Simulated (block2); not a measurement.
# DMRG/STO-6G run of AlH2F (SMILES [H][Al]([H])[F])

What is the vertical ionisation energy of AlH2F at DMRG/STO-6G? The job is set up through a Python script.

The results are computed with block2 0.5.4.

4 further runs of the same task are left out: 4 set aside as unsound or not needed.

## (1) The structure to begin with

AlH2F has 4 atoms, charge 0, and is taken as a singlet. As SMILES, `[H][Al]([H])[F]`. Geometry: a GFN2-xTB relaxation, a rough one for these elements and not checked as a minimum.

Bond lengths: Al1–F4 1.642 Å, Al1–H2 1.528 Å, Al1–H3 1.528 Å. Angles: H2–Al1–F4 119.2°, H3–Al1–F4 119.2°, H2–Al1–H3 121.7°.

## (2) The energy at DMRG/STO-6G

mol.xyz reads:

```xyz
4
AlFH2
Al     0.019600     0.032680     0.000940
H      1.546910    -0.017870     0.014080
H     -0.738990     1.358820    -0.019420
F     -0.827520    -1.373630     0.004400
```

job.py reads:

```python
import numpy as np
from pyscf import cc, dft, gto, mcscf, mp, scf
from pyblock2._pyscf.ao2mo import integrals as itg
from pyblock2.driver.core import DMRGDriver, SymmetryTypes

geom = "mol.xyz"
mol = gto.M(
    atom=geom,
    basis="sto-6g",
    charge=0,
    spin=0,
    verbose=4,
)
print("nao                      = %d" % (mol.nao))
mf = scf.RHF(mol)
mf.conv_tol = 1e-10
mf.max_cycle = 200
mf.kernel()
if not mf.converged:
    mf = mf.newton().run(mf.mo_coeff, mf.mo_occ)
print("reference energy         = %.10f" % (mf.e_tot))
# MP2, CCSD and CCSD(T) with the same frozen core
ref = mf
pt = mp.MP2(ref, frozen=6).run()
mycc = cc.CCSD(ref, frozen=6)
mycc.max_cycle = 150
mycc.kernel()
print("E(MP2)                   = %.10f" % (pt.e_tot))
if mycc.converged:
    print(f"E(CCSD)                  = {mycc.e_tot:.10f}")
    print("E(CCSD(T))               = %.10f" % (mycc.e_tot + mycc.ccsd_t()))
    print(f"T1 diagnostic            = {mycc.get_t1_diagnostic():.4f}")
# a few density functionals on the same geometry and basis
ks = dft.RKS(mol, xc="lda,vwn5").set(conv_tol=1e-9, verbose=3).run()
if ks.converged:
    print(f"E(SVWN5)                 = {ks.e_tot:.8f}")
ks = dft.RKS(mol, xc="pbe").set(conv_tol=1e-9, verbose=3).run()
if ks.converged:
    print(f"E(PBE)                   = {ks.e_tot:.8f}")
ks = dft.RKS(mol, xc="pbe0").set(conv_tol=1e-9, verbose=3).run()
if ks.converged:
    print("E(PBE0)                  = %.8f" % (ks.e_tot))
ks = dft.RKS(mol, xc="tpssh").set(conv_tol=1e-9, verbose=3).run()
if ks.converged:
    print(f"E(TPSSh)                 = {ks.e_tot:.8f}")
# rotate to MP2 natural orbitals
occ_no, mo = mcscf.addons.make_natural_orbitals(mp.MP2(mf, frozen=6).run())
mf.mo_coeff = mo
ncas, n_elec, spin, ecore, h1e, g2e, orb_sym = itg.get_rhf_integrals(mf, ncore=6, ncas=10, pg_symm=False, g2e_symm=1)
drv = DMRGDriver(scratch="./tmp", symm_type=SymmetryTypes.SU2, stack_mem=1500 << 20, n_threads=1)
# orbital ordering
idx = drv.orbital_reordering(h1e, g2e, method="gaopt")
print("orbital order:", idx.tolist())
h1e = h1e[np.ix_(idx, idx)]
g2e = g2e[np.ix_(idx, idx, idx, idx)]
orb_sym = np.array(orb_sym)[idx]
drv.initialize_system(n_sites=ncas, n_elec=n_elec, spin=spin, orb_sym=orb_sym)
mpo = drv.get_qc_mpo(h1e=h1e, g2e=g2e, ecore=ecore, iprint=1)
occs = np.array([1.8] * 6 + [0.2] * 4)[idx]
mps = drv.get_random_mps(tag="GS", bond_dim=25, nroots=1, occs=occs)
bond_dims = [25] * 4 + [50] * 3 + [100] * 3
noises = [0.0001] * 4 + [0.0001] * 3 + [1e-05] * 3 + [0]
thrds = [1e-08] * 10
e = drv.dmrg(mpo, mps, n_sweeps=16, tol=1e-06, bond_dims=bond_dims, noises=noises, thrds=thrds, iprint=1)
ms, dws, es = drv.get_dmrg_results()
print("max discarded weight     = %.3e" % (dws[-1]))
print("final energy             = %.10f" % (e))
dm1 = drv.get_1pdm(mps)
print("NOONs                    =", np.round(np.linalg.eigvalsh(dm1)[::-1], 5).tolist())
c_act = mf.mo_coeff[:, 6:16][:, idx]
dm_ao = c_act @ dm1 @ c_act.T + 2 * mf.mo_coeff[:, :6] @ mf.mo_coeff[:, :6].T
print("dipole / D               =", np.round(scf.hf.dip_moment(mol, dm_ao, verbose=0), 4).tolist())
print("largest bipartite entropy = %.4f" % (max(drv.get_bipartite_entanglement(mps))))
csf, coef = drv.get_csf_coefficients(mps, cutoff=0.05, iprint=1)
print("leading coefficient squared = %.4f" % (np.max(np.abs(coef)) ** 2))
# FCI check
ci = mcscf.CASCI(mf, 10, (6, 6))
ci.fix_spin_(ss=0)
ci.fcisolver.conv_tol = 1e-10
ci.fcisolver.max_cycle = 200
ci.kernel()
print(f"exact diagonalisation    = {ci.e_tot:.10f}")
```

Command:

```bash
$ python job.py
```

Log:

```text
[INPUT] verbose = 4
[INPUT] num. atoms = 4
[INPUT] num. electrons = 24
[INPUT] charge = 0
[INPUT] spin (= nelec alpha-beta = 2S) = 0
[INPUT] symmetry False subgroup None
[INPUT] Mole.unit = angstrom
[INPUT] Symbol           X                Y                Z      unit          X                Y                Z       unit  Magmom
[INPUT]  1 Al     0.019600000000   0.032680000000   0.000940000000 AA    0.037038632041   0.061756249751   0.001776342557 Bohr   0.0
[INPUT]  2 H      1.546910000000  -0.017870000000   0.014080000000 AA    2.923236239351  -0.033769405846   0.026607343834 Bohr   0.0
[INPUT]  3 H     -0.738990000000   1.358820000000  -0.019420000000 AA   -1.396488708792   2.567797652581  -0.036698481339 Bohr   0.0
[INPUT]  4 F     -0.827520000000  -1.373630000000   0.004400000000 AA   -1.563786162600  -2.595784496486   0.008314794948 Bohr   0.0

[... 47 lines left out ...]
reference energy         = -341.1331309380
[... 33 lines left out ...]
CCSD converged
[... 26 lines left out ...]
converged SCF energy = -341.775958426608
[... 21 lines left out ...]
converged SCF energy = -342.055604181375
[... 11 lines left out ...]
integral symmetrize error =  0.0
integral cutoff error =  0.0
[... 52 lines left out ...]
final energy             = -341.1977937929
[... 6 lines left out ...]
Sum of weights of included CSF =    0.970505667350612
[... 1 line left out ...]
CSF          0 2020020222  =    0.972945761735930
CSF          1 2020+-+22-  =    0.074454782471033
CSF          2 202002+22-  =   -0.067074351472747
CSF          3 2020200222  =   -0.064059761657688
CSF          4 0020220222  =   -0.059009348119668
CSF          5 ++-0-20222  =   -0.056302536214733
CSF          6 002+-20222  =   -0.055533746488466
leading coefficient squared = 0.9466

******** <class 'pyscf.mcscf.casci.CASCI'> ********
CAS (6e+6e, 10o), ncore = 6, nvir = 0
natorb = False
canonicalization = True
sorting_mo_energy = False
max_memory 1800 MB (current use 335 MB)
******** <class 'pyscf.fci.addons.SpinPenaltyFCISolver'> ********
max. cycles = 200
conv_tol = 1e-10
davidson only = True
linear dependence = 1e-12
level shift = 0.001
max iter space = 12
max_memory 1800 MB
nroots = 1
pspace_size = 400
spin = None
Density matrix diagonal elements [1.99966988 1.99654753 1.98149668 1.97891031 1.9696033  1.97014692
 0.04326255 0.01950571 0.01972555 0.02113158]
CASCI converged
CASCI E = -341.197793864171  E(CI) = -38.2953453435575  S^2 = 0.0000000
exact diagonalisation    = -341.1977938642
```

Wall time 28 s (1 thread of Intel Xeon at 2.50GHz (Skylake/Cascade Lake), shared host); peak memory 0.31 GiB.

## (3) The doublet cation: a single-point energy at DMRG/STO-6G

mol.xyz is that of step 2.

job.py reads:

```python
import numpy as np
from pyscf import cc, dft, gto, mp, scf
from pyblock2._pyscf.ao2mo import integrals as itg
from pyblock2.driver.core import DMRGDriver, SymmetryTypes

mol = gto.M(atom="mol.xyz", basis="sto-6g", charge=1, spin=1, verbose=3, max_memory=2000)
print("basis functions                = %d" % (mol.nao))
mf = scf.UHF(mol)
mf.conv_tol = 1e-10
mf.max_cycle = 200
mf.kernel()
if not mf.converged:
    mf = mf.newton().run(mf.mo_coeff, mf.mo_occ)
# follow internal instabilities down to a minimum
for _ in range(5):
    mo, _, ok, _ = mf.stability(return_status=True)
    if ok:
        break
    mf.kernel(mf.make_rdm1(mo, mf.mo_occ))
print(f"SCF energy                     = {mf.e_tot:.10f}")
print("reference S^2                  = %.4f" % (mf.spin_square()[0]))
# single-reference ladder for comparison
ref = mf
pt = mp.MP2(ref, frozen=6).run()
mycc = cc.CCSD(ref, frozen=6)
mycc.max_cycle = 150
mycc.kernel()
print("E(MP2)                         = %.10f" % (pt.e_tot))
if mycc.converged:
    print("E(CCSD)                        = %.10f" % (mycc.e_tot))
    print(f"CCSD(T) total energy           = {mycc.e_tot + mycc.ccsd_t():.10f}")
# a few density functionals on the same geometry and basis
ks = dft.UKS(mol, xc="lda,vwn5").set(conv_tol=1e-9, verbose=3).run(mf.make_rdm1())
if ks.converged:
    print(f"E(SVWN5)                       = {ks.e_tot:.8f}")
ks = dft.UKS(mol, xc="pbe").set(conv_tol=1e-9, verbose=3).run(mf.make_rdm1())
if ks.converged:
    print(f"E(PBE)                         = {ks.e_tot:.8f}")
ks = dft.UKS(mol, xc="pbe0").set(conv_tol=1e-9, verbose=3).run(mf.make_rdm1())
if ks.converged:
    print(f"E(PBE0)                        = {ks.e_tot:.8f}")
ks = dft.UKS(mol, xc="tpssh").set(conv_tol=1e-9, verbose=3).run(mf.make_rdm1())
if ks.converged:
    print("E(TPSSh)                       = %.8f" % (ks.e_tot))
ncas, n_elec, spin, ecore, h1e, g2e, orb_sym = itg.get_uhf_integrals(mf, ncore=6, ncas=10, pg_symm=False, g2e_symm=8)
drv = DMRGDriver(scratch="./tmp", symm_type=SymmetryTypes.SZ, stack_mem=1500 << 20, n_threads=1)
drv.initialize_system(n_sites=ncas, n_elec=n_elec, spin=spin, orb_sym=orb_sym)
mpo = drv.get_qc_mpo(h1e=h1e, g2e=g2e, ecore=ecore, iprint=0)
mps = drv.get_random_mps(tag="GS", bond_dim=112, nroots=1)
bond_dims = [112] * 2 + [150] * 4
noises = [0.0001] * 2 + [1e-05] * 4 + [0]
thrds = [1e-07] * 6
e = drv.dmrg(mpo, mps, n_sweeps=12, tol=1e-07, bond_dims=bond_dims, noises=noises, thrds=thrds, iprint=1)
ms, dws, es = drv.get_dmrg_results()
print("discarded weight               = %.3e" % (dws[-1]))
print(f"total energy                   = {e:.10f}")
dm1 = drv.get_1pdm(mps)
print("natural occupations            =", np.round(np.concatenate([np.linalg.eigvalsh(x)[::-1] for x in dm1]), 5).tolist())
print("single-orbital entropies       =", np.round(drv.get_orbital_entropies(mps, orb_type=1), 4).tolist())
print("largest bipartite entropy      = %.4f" % (max(drv.get_bipartite_entanglement(mps))))
```

Command:

```bash
$ python job.py
```

Log:

```text
basis functions                = 16

SCF not converged.
SCF energy = -340.815888064939 after 200 cycles  <S^2> = 0.8252008  2S+1 = 2.0738378
converged SCF energy = -340.85890147087  <S^2> = 0.75409374  2S+1 = 2.0040896
<class 'pyscf.soscf.newton_ah.SecondOrderUHF'> wavefunction is stable in the internal stability analysis
SCF energy                     = -340.8589014709
reference S^2                  = 0.7541
E(UMP2) = -340.892868386606  E_corr = -0.0339669157363338
E(SCS-UMP2) = -340.897631335825  E_corr = -0.0387298649549568
E(UCCSD) = -340.9188189798868  E_corr = -0.05991750901672534
E(MP2)                         = -340.8928683866
E(CCSD)                        = -340.9188189799
UCCSD(T) correction = -0.00193068445630044
CCSD(T) total energy           = -340.9207496643
converged SCF energy = -339.963515122551  <S^2> = 0.75341614  2S+1 = 2.0034132
E(SVWN5)                       = -339.96351512
converged SCF energy = -341.490713976934  <S^2> = 0.75450118  2S+1 = 2.0044961
E(PBE)                         = -341.49071398
converged SCF energy = -341.526021233121  <S^2> = 0.7597675  2S+1 = 2.0097438
E(PBE0)                        = -341.52602123
converged SCF energy = -341.759789804491  <S^2> = 0.75889745  2S+1 = 2.0088777
E(TPSSh)                       = -341.75978980

Sweep =    0 | Direction =  forward | Bond dimension =  112 | Noise =  1.00e-04 | Dav threshold =  1.00e-07
Time elapsed =      2.730 | E =    -340.9219208273 | DW = 1.33735e-05

Sweep =    1 | Direction = backward | Bond dimension =  112 | Noise =  1.00e-04 | Dav threshold =  1.00e-07
Time elapsed =      4.899 | E =    -340.9226667994 | DE = -7.46e-04 | DW = 1.91339e-05

Sweep =    2 | Direction =  forward | Bond dimension =  150 | Noise =  1.00e-05 | Dav threshold =  1.00e-07
Time elapsed =      6.997 | E =    -340.9226883226 | DE = -2.15e-05 | DW = 2.90721e-06

Sweep =    3 | Direction = backward | Bond dimension =  150 | Noise =  1.00e-05 | Dav threshold =  1.00e-07
Time elapsed =      9.561 | E =    -340.9227103040 | DE = -2.20e-05 | DW = 5.31950e-06

Sweep =    4 | Direction =  forward | Bond dimension =  150 | Noise =  1.00e-05 | Dav threshold =  1.00e-07
Time elapsed =     12.240 | E =    -340.9227104730 | DE = -1.69e-07 | DW = 4.94348e-06

Sweep =    5 | Direction = backward | Bond dimension =  150 | Noise =  1.00e-05 | Dav threshold =  1.00e-07
Time elapsed =     14.999 | E =    -340.9227112246 | DE = -7.52e-07 | DW = 5.40847e-06

Sweep =    6 | Direction =  forward | Bond dimension =  150 | Noise =  0.00e+00 | Dav threshold =  1.00e-08
Time elapsed =     17.356 | E =    -340.9227111929 | DE = 3.17e-08 | DW = 4.68848e-06

discarded weight               = 4.688e-06
total energy                   = -340.9227111929
natural occupations            = [0.99982, 0.99741, 0.99174, 0.98999, 0.97644, 0.97508, 0.0358, 0.0144, 0.00992, 0.00939, 0.99965, 0.99157, 0.9887, 0.97348, 0.9416, 0.05698, 0.02102, 0.00999, 0.00901, 0.008]
single-orbital entropies       = [0.0202, 0.0979, 0.154, 0.1846, 0.5514, 0.5721, 0.1371, 0.2707, 0.1143, 0.1284]
largest bipartite entropy      = 0.8723
```

Run time: 41 s. Hardware: 1 thread of Intel Xeon at 2.50GHz (Skylake/Cascade Lake), shared host; peak memory 0.36 GiB.

## (4) Results

At DMRG/STO-6G, 6 core orbitals frozen:

```
                                                                   quantity          value
                                           run 1, DMRG/STO-6G: total energy  -341.19779 Eh
run 1, DMRG/STO-6G: dipole moment (of the density that the program reports)         0.31 D
                         run 1, DMRG/STO-6G: T1 diagnostic of the CCSD step          0.016
                                               doublet cation: total energy  -340.92271 Eh
                         vertical ionisation energy (to the doublet cation)       7.485 eV
```

What this shows: The vertical ionisation energy comes to 7.49 eV (173 kcal/mol). In a minimal basis such a difference can be off by several eV, whatever the method.
